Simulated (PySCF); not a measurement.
**How good is the calculation?**

Structure with atom numbers: `[O:1]=[C:2]1[CH:3]=[CH:4][C:5](=[O:6])[CH:7]=[CH:8]1`. Each H is labelled by its parent atom.

[PySCF 2.14.0 with density-fitted response routines: shielding tensors at KT2/pcSseg-2 (GIAO); PBE0-D3(BJ)/def2-SVP geometry; no solvent; averaged over atoms made equivalent by symmetry, fast rotation or ring inversion; no relativistic terms; one computed conformer]

Reference values: measured (toluene; Olsson, Cremer, J. Phys. Chem. 1996, 100, 16881).
```json
{"atoms": "O1/O6", "quantity": "δ $^{17}$O vs H2O (gas)", "reference": "671.2", "computed": "704.2"}
```

Reference values: measured (solution, toluene; L. Olsson, D. Cremer, J. Phys. Chem. 100 (1996) 16881).
```tsv
atoms	quantity	reference	computed
O1/O6	δ $^{17}$O vs gaseous H2O	671.2	704.2
```

Computed shifts are σ(ref) − σ with the named reference compound (TMS for H and C) calculated as an isolated molecule at the same level.

**Question.** How far are the unscaled $^{17}$O shifts from the references?

**Answer.** Mean signed difference +33.00 ppm, mean absolute 33.00 ppm over 2 comparisons; the largest is +33.0 ppm at O1/O6 (ketone oxygen).
